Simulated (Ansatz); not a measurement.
A calculation with Ansatz (development build ahead of 0.2.0).

```yaml
crystal:
  periodic: [false, false, false]
  atoms:
    - { symbol: C, position_ang: [0.02517, -0.02407, -0.83503] }
    - { symbol: C, position_ang: [0.05722, -0.01535, 0.76501] }
    - { symbol: H, position_ang: [-0.02561, -0.98268, -1.18706] }
    - { symbol: H, position_ang: [-0.92419, 0.53138, -1.1187] }
    - { symbol: H, position_ang: [0.90164, 0.58808, -1.18272] }
    - { symbol: H, position_ang: [-0.0199, 1.02854, 1.1778] }
    - { symbol: H, position_ang: [-0.94551, -0.49536, 1.21685] }
    - { symbol: H, position_ang: [0.90674, -0.53161, 1.17656] }
basis:
  gaussian: { orbitals: "6-31G" }
hamiltonian:
  xc: hf
correlation:
  method: mp2
  frozen_orbitals: { C: 1, H: 0 }
```

The input is written out in the form of the current development build from the run's settings.

Results

```yaml
Converged: yes
Reference_energy: -79.17791 hartree
Correlation_energy: -0.19188 hartree
Total_energy: -79.36979 hartree
Spin_squared_of_the_determinant: 0.000
```
